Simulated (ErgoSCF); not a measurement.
# One shape, several levels: CH2F2 (difluoromethane)

We compute a comparison of 6 runs (HF/STO-3G, HF/def2-SVP, CAM-B3LYP/def2-SVP, PBE0/def2-SVP, B3LYP/6-31+G*, PBE/6-311G**) of CH2F2 (difluoromethane). 

Program for the calculation: ErgoSCF 3.8.

### Step 1. The molecule

The species is CH2F2 (5 atoms), meant as a singlet with charge 0. SMILES: `FCF`. The shape is that of a PBE0-D4/def2-TZVP optimisation.

Bond lengths: F1–C2 1.351 Å, C2–F3 1.351 Å, C2–H4 1.093 Å, C2–H5 1.094 Å. Angles: F1–C2–F3 108.6°, F1–C2–H4 108.8°, F1–C2–H5 108.8°, F3–C2–H4 108.8°, F3–C2–H5 108.8°, H4–C2–H5 113.0°.

### Step 2. A single-point energy at HF/STO-3G (run 1)

Contents of job.ego:

```
# single point, CH2F2
set_nthreads(1)
molecule_inline
F   -2.02824305   0.36131564   1.31959575
C    0.01908623  -0.03193637  -0.15552446
F    2.06074634  -0.33863892   1.34775267
H   -0.26966392  -1.76292550  -1.24627438
H    0.31237173   1.63310132  -1.34378425
EOF
scf.output_mulliken_pop = 1
scf.max_number_of_iterations = 120
tmpdir = "."
basis = "STO-3G"
scf.use_diagonalization = 1
run "HF"
```

The basis set STO-3G is read from a file made from the Basis Set Exchange's data (not shown).

Started as:

```
ergo job.ego
```

The log of the run:

```text
[...]
INSC SCF_general constructor, number of basis functions: 17
[...]
INSC Energy   1 =       -208.26960522038
[...]
INDE E_LUMO =          0.59214978416
[...]
INSC Energy  10 =       -234.62460145134  ( diff     -0.000000000003013 )
[...]
RESC CONVERGED after  10 iterations.
RESC FINAL ENERGY:       -234.62460145134
[...]
INSC SCF: dipole_moment_x [atomic units] =       0.00093432
INSC SCF: dipole_moment_y [atomic units] =      -0.01448099
INSC SCF: dipole_moment_z [atomic units] =      -0.49775739
[...]
```

It took 0.8 s on 1 thread of Arm Neoverse V1, shared host; peak memory 0.26 GiB.

### Step 3. The energy at HF/def2-SVP (run 2)

Contents of molecule.xyz:

```xyz
5
CH2F2
F     -1.073300     0.191200     0.698300
C      0.010100    -0.016900    -0.082300
F      1.090500    -0.179200     0.713200
H     -0.142700    -0.932900    -0.659500
H      0.165300     0.864200    -0.711100
```

Contents of job.ego:

```
set_nthreads(1)
molecule "molecule.xyz"
tmpdir = "."
basis = "def2-SVP"
spin_polarization = 0
scf.use_diagonalization = 1
scf.max_number_of_iterations = 120
scf.output_mulliken_pop = 1
run "HF"
```

The basis set def2-SVP is read from a file made from the Basis Set Exchange's data (not shown).

Started as:

```
ergo job.ego
```

The log of the run:

```text
[...]
INSC SCF_general constructor, number of basis functions: 52
[...]
INSC Energy   1 =       -100.78037650396
[...]
INDE E_LUMO =          0.18911701936
[...]
INSC Energy  16 =       -237.71067329383  ( diff     -0.000000000016485 )
[...]
RESC CONVERGED after  16 iterations.
RESC FINAL ENERGY:       -237.71067329383
[...]
INSC SCF: dipole_moment_x [atomic units] =       0.00167743
INSC SCF: dipole_moment_y [atomic units] =      -0.02594386
INSC SCF: dipole_moment_z [atomic units] =      -0.89186822
[...]
```

Wall time 6.9 s (1 thread of Arm Neoverse V1, shared host); peak memory 0.26 GiB.

Runs 3 to 4 aren't shown in full; the table further down has their settings and results.

### Step 4. The energy at B3LYP/6-31+G(d) (spherical functions) (run 5)

Contents of job.ego:

```
# single point, CH2F2
set_nthreads("env")
molecule_inline Angstrom
F     -1.073300     0.191200     0.698300
C      0.010100    -0.016900    -0.082300
F      1.090500    -0.179200     0.713200
H     -0.142700    -0.932900    -0.659500
H      0.165300     0.864200    -0.711100
EOF
basis = "6-31+G*"
scf.output_mulliken_pop = 1
scf.use_diagonalization = 1
XC.radint = 1e-11
XC.angint = 41
scf.max_number_of_iterations = 120
tmpdir = "."
XC.sparse_mode = 0
run "B3LYP-G"
```

The basis set 6-31+G* is read from a file made from the Basis Set Exchange's data (not shown).

Started as:

```
ergo job.ego
```

The log of the run:

```text
[...]
INDF Weighted mixed functional:
[...]
INSC Energy   1 =       -109.46088121960
[...]
INDE E_LUMO =          0.00887549924
[...]
INSC Energy  22 =       -238.99658251030  ( diff     -0.000000000000682 )
[...]
RESC CONVERGED after  22 iterations.
RESC FINAL ENERGY:       -238.99658251030
[...]
INSC SCF: dipole_moment_x [atomic units] =       0.00151595
INSC SCF: dipole_moment_y [atomic units] =      -0.02346101
INSC SCF: dipole_moment_z [atomic units] =      -0.80655947
[...]
```

Wall time 15 s (1 thread of Arm Neoverse V1, shared host); peak memory 0.26 GiB.

### Step 5. The energy at PBE/6-311G(d,p) (run 6)

Contents of job.ego:

```
set_nthreads("env")
molecule_inline
F  -2.02824305 0.36131564 1.31959575
C  0.01908623 -0.03193637 -0.15552446
F  2.06074634 -0.33863892 1.34775267
H  -0.26966392 -1.76292550 -1.24627438
H  0.31237173 1.63310132 -1.34378425
EOF
basis = "6-311G**"
XC.radint = 1e-11
scf.max_number_of_iterations = 120
tmpdir = "."
XC.sparse_mode = 0
scf.use_diagonalization = 1
XC.angint = 41
spin_polarization = 0
scf.output_mulliken_pop = 1
run "PBE"
```

The basis set 6-311G** is read from a file made from the Basis Set Exchange's data (not shown).

Started as:

```
ergo < job.ego
```

The log of the run:

```text
[...]
INDF Weighted mixed functional:
[...]
INSC Energy   1 =       -121.44397742136
[...]
INDE E_LUMO =          0.03487717510
[...]
INSC Energy  25 =       -238.80900375337  ( diff     -0.000000000000341 )
[...]
RESC CONVERGED after  25 iterations.
RESC FINAL ENERGY:       -238.80900375337
[...]
INSC SCF: dipole_moment_x [atomic units] =       0.00126377
INSC SCF: dipole_moment_y [atomic units] =      -0.01964029
INSC SCF: dipole_moment_z [atomic units] =      -0.67472190
[...]
```

It took 11 s on 1 thread of Arm Neoverse V1, shared host; peak memory 0.26 GiB.

### Step 6. The series

```csv
run,level,integration grid,radint,energy (Eh),dipole moment (D),wall time
1,HF/STO-3G,–,–,-234.624601,1.27,0.8 s
2,HF/def2-SVP,–,–,-237.710673,2.27,6.9 s
3,CAM-B3LYP/def2-SVP,Turbo,1e-11,-238.729139,1.87,9.6 s
4,PBE0/def2-SVP,Turbo,1e-11,-238.561509,1.86,8.7 s
5,B3LYP/6-31+G* (spherical functions),Turbo,1e-11,-238.996583,2.05,15 s
6,PBE/6-311G**,Turbo,1e-11,-238.809004,1.72,11 s
```

### Step 7. What came out

```
            quantity          value
 run 6: total energy  -238.80900 Eh
run 6: dipole moment         1.72 D
```

**Reading.** The dipole moment (its size) runs from 1.27 D (HF/STO-3G) to 2.27 D (HF/def2-SVP). Totals of different functionals can't be ranked against each other. In run 1 the basis is minimal, so the values are rough. All runs together took 53 s, the longest 15 s.
